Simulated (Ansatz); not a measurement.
## One arrangement of a pair

The pair of OH⁻ (SMILES [OH-], atoms 1–2) and CH₃F (SMILES CF, atoms 3–7), both closed shells, in one local arrangement (a lower one may exist), relaxed at PBE0-D4/def2-TZVPD:

```csv
atom,x (Å),y (Å),z (Å)
O1,0.1089,-0.0189,-2.0153
H2,0.5953,-0.5827,-2.6241
C3,-0.1861,0.1162,0.8752
F4,0.8978,0.1785,1.7734
H5,-0.7630,1.0388,0.9992
H6,-0.8029,-0.7381,1.1746
H7,0.1502,0.0061,-0.1830
```

Program: Ansatz 0.2.0. Basis: def2-TZVPPD, with def2-QZVPPD for the basis limit. Cores are frozen in the correlated methods. B3LYP uses VWN-RPA correlation. Extrapolation: Hartree–Fock as exp(−7.88 √X), correlation as X^−2.97. Interaction energies count from these two fragments, frozen as in the pair, with the counterpoise correction; negative means bound.

Q: What is the interaction energy by CCSD(T) at an estimated basis limit (MP2 extrapolated from triple and quadruple zeta, plus CCSD(T) − MP2 in triple zeta)? (Judge from chemistry; the value comes from the calculation.)

A: Computed: -56.7 kJ/mol. Hartree–Fock alone gives -49.5 kJ/mol at the basis limit. It counts from the two fragments frozen as in the pair.

The same quantity by other methods in triple zeta, and each one's difference from that estimate:
| method | E_int (kJ/mol) | difference |
| --- | --- | --- |
| PBE-D4 | -58.3 | -1.5 |
| revPBE-D4 | -54.3 | 2.4 |
| BLYP-D4 | -54.3 | 2.4 |
| r2SCAN-D4 | -58.0 | -1.3 |
| B97M-V | -55.6 | 1.1 |
| PBE0-D4 | -60.4 | -3.7 |
| B3LYP-D4 | -57.9 | -1.1 |
| HSE06-D4 | -60.3 | -3.6 |
| wB97X-V | -56.9 | -0.2 |
| wB97M-V | -57.4 | -0.7 |
| B2PLYP | -53.3 | 3.4 |
| HF | -49.4 | 7.3 |
| MP2 | -51.9 | 4.8 |
| CCSD | -53.2 | 3.6 |
| CCSD(T) | -53.7 | 3.1 |
Differences are method less estimate.

Q: Which atoms make the shortest contact between the fragments?

A: O1 and H7, 1.83 Å apart.

Energy to bend the free fragments (PBE0-D4 minima) into their shapes in the pair, CCSD(T)/def2-TZVPPD: OH⁻ 0.0 kJ/mol; CH₃F 3.3 kJ/mol. This must be added to the interaction energy to get the binding energy from relaxed fragments.

Basis-set superposition shift (counterpoise-corrected less uncorrected): CCSD(T) 3.1; MP2 3.1; HF 0.1; PBE0-D4 0.5; wB97M-V 0.3 kJ/mol.

T1 diagnostic: at most 0.025.

For scale, one of the runs: CCSD(T)/def2-TZVPPD, 185 basis functions, launched by `ansatz run in.yaml --threads 2 --pin off --events-out ev --progress --plain --max-ram 5222MiB`. Hardware: 2 CPU threads of an AMD EPYC 9R45, shared host. Wall time 20 s; peak host memory 2 GiB.
